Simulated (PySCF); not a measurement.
## Running PySCF for AlH

File input.py (PySCF 2.14):

```python
from pyscf import gto, scf, cc

mol = gto.M(
    atom='Al 0 0 0; H 0 0 1.515',
    basis='def2-tzvp',
    charge=0,
    spin=0,
    verbose=4,
)
mf = scf.RHF(mol)
mf = mf.sfx2c1e()
mf = mf.density_fit(auxbasis='def2-universal-jkfit')
mf.kernel()
mycc = cc.CCSD(mf, frozen=5)
mycc.kernel()
mycc.ccsd_t()
mf.dip_moment()
print('orbital energies (hartree):', mf.mo_energy[..., max(0, mol.nelec[1]-3):mol.nelec[0]+3].round(4))
```

```bash
$ python input.py
```

The log (some set-up lines and the per-cycle HOMO/LUMO lines with their warnings removed):

```
PySCF version 2.14.0

[INPUT] Symbol           X                Y                Z      unit          X                Y                Z       unit  Magmom
[INPUT]  1 Al     0.000000000000   0.000000000000   0.000000000000 AA    0.000000000000   0.000000000000   0.000000000000 Bohr   0.0
[INPUT]  2 H      0.000000000000   0.000000000000   1.515000000000 AA    0.000000000000   0.000000000000   2.862935078716 Bohr   0.0

nuclear repulsion = 4.54079454914852
number of shells = 17
number of NR pGTOs = 71
number of NR cGTOs = 43
basis = def2-tzvp
ecp = {}

******** <class 'pyscf.df.df_jk.DFsfX2C1eRHF'> ********
method = DFsfX2C1eRHF
initial guess = minao
damping factor = 0
level_shift factor = 0
DIIS = <class 'pyscf.scf.diis.CDIIS'>
SCF conv_tol = 1e-09
SCF max_cycles = 50

******** <class 'pyscf.x2c.sfx2c1e.SpinFreeX2CHelper'> ********
approx = 1e
xuncontract = 1
Initial guess from minao.
******** <class 'pyscf.df.df.DF'> ********
auxbasis = def2-universal-jkfit
init E= -242.658985008916
cycle= 1 E= -242.841016542414  delta_E= -0.182  |g|= 0.121  |ddm|= 1.04
cycle= 2 E= -242.8486864027  delta_E= -0.00767  |g|= 0.0323  |ddm|= 0.321
cycle= 3 E= -242.849281707264  delta_E= -0.000595  |g|= 0.00915  |ddm|= 0.0934
cycle= 4 E= -242.849323476355  delta_E= -4.18e-05  |g|= 0.00169  |ddm|= 0.0258
cycle= 5 E= -242.849326373234  delta_E= -2.9e-06  |g|= 0.000301  |ddm|= 0.00862
cycle= 6 E= -242.849326487518  delta_E= -1.14e-07  |g|= 5.29e-05  |ddm|= 0.00216
cycle= 7 E= -242.849326490492  delta_E= -2.97e-09  |g|= 6.47e-06  |ddm|= 0.00045
cycle= 8 E= -242.849326490518  delta_E= -2.64e-11  |g|= 6.49e-07  |ddm|= 5.09e-05
Extra cycle  E= -242.849326490519  delta_E= -3.41e-13  |g|= 2.01e-07  |ddm|= 3.92e-06
converged SCF energy = -242.849326490519

******** <class 'pyscf.cc.dfccsd.RCCSD'> ********
CC2 = 0
CCSD nocc = 2, nmo = 38
frozen orbitals 5
max_cycle = 50
direct = 0
conv_tol = 1e-07
conv_tol_normt = 1e-05
Init t2, MP2 energy = -242.907216135544  E_corr(MP2) -0.0578896450254726
Init E_corr(RCCSD) = -0.0578896450255002
cycle = 1  E_corr(RCCSD) = -0.0713576408563547  dE = -0.0134679958  norm(t1,t2) = 0.0513293
cycle = 2  E_corr(RCCSD) = -0.0756479008147  dE = -0.00429025996  norm(t1,t2) = 0.0244749
cycle = 3  E_corr(RCCSD) = -0.0790794768341117  dE = -0.00343157602  norm(t1,t2) = 0.0134324
cycle = 4  E_corr(RCCSD) = -0.0789054978445924  dE = 0.00017397899  norm(t1,t2) = 0.00259167
cycle = 5  E_corr(RCCSD) = -0.0788919038212876  dE = 1.35940233e-05  norm(t1,t2) = 0.000568675
cycle = 6  E_corr(RCCSD) = -0.0788931030811165  dE = -1.19925983e-06  norm(t1,t2) = 0.00019583
cycle = 7  E_corr(RCCSD) = -0.0788895813491764  dE = 3.52173194e-06  norm(t1,t2) = 5.83669e-05
cycle = 8  E_corr(RCCSD) = -0.0788911206135855  dE = -1.53926441e-06  norm(t1,t2) = 1.44501e-05
cycle = 9  E_corr(RCCSD) = -0.0788912006669213  dE = -8.00533358e-08  norm(t1,t2) = 3.79379e-06
RCCSD converged
E(RCCSD) = -242.9282176911857  E_corr = -0.07889120066692128
RCCSD(T) correction = -0.00128093280776239
Dipole moment(X, Y, Z, Debye):  0.00000,  0.00000,  0.61009
orbital energies (hartree): [-3.203  -0.5186 -0.2845  0.0325  0.0325  0.1454]
```

In short: E(SCF) = -242.849326 Eh, 8 cycles, E(CCSD) − E(SCF) = -0.07889 Eh, (T) = -0.00128 Eh, μz(SCF) = 0.61 D.

Wall time 2.5 s on one thread of a shared host.

This basis is contracted without relativity, so it recovers only part of the relativistic shift. Stability towards an unrestricted solution was not tested. The bond length is a typed value, not an optimised one.
